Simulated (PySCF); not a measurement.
Homolysis of single bonds, series In F-NH2. All species are isolated molecules in the gas phase. One relaxed conformer stands for each flexible species; it need not be the lowest. Strings in code marks are SMILES.

The highest occupied spin orbital from two functionals at the same geometries (PBE0-D3(BJ)/def2-TZVP), both in PySCF: PBE-D3(BJ)/def2-TZVP and PBE0-D3(BJ)/def2-TZVP. 

```json
[
 {"species": "radical fragment (`[F]`)", "PBE-D3(BJ)/def2-TZVP (eV)": "-10.14", "PBE0-D3(BJ)/def2-TZVP (eV)": "-12.46"},
 {"species": "radical fragment (`[F][In][F]`)", "PBE-D3(BJ)/def2-TZVP (eV)": "-6.49", "PBE0-D3(BJ)/def2-TZVP (eV)": "-7.67"},
 {"species": "radical fragment (`[NH2]`)", "PBE-D3(BJ)/def2-TZVP (eV)": "-7.06", "PBE0-D3(BJ)/def2-TZVP (eV)": "-8.67"},
 {"species": "radical fragment (`[NH2][In][NH2]`)", "PBE-D3(BJ)/def2-TZVP (eV)": "-4.49", "PBE0-D3(BJ)/def2-TZVP (eV)": "-5.58"}
]
```

Over these rows, drawn at random from the members with no instability flagged (it was tested for open shells, ions and some series alone), PBE minus PBE0-D3(BJ): mean +1.55 eV, from +1.08 eV to +2.32 eV.
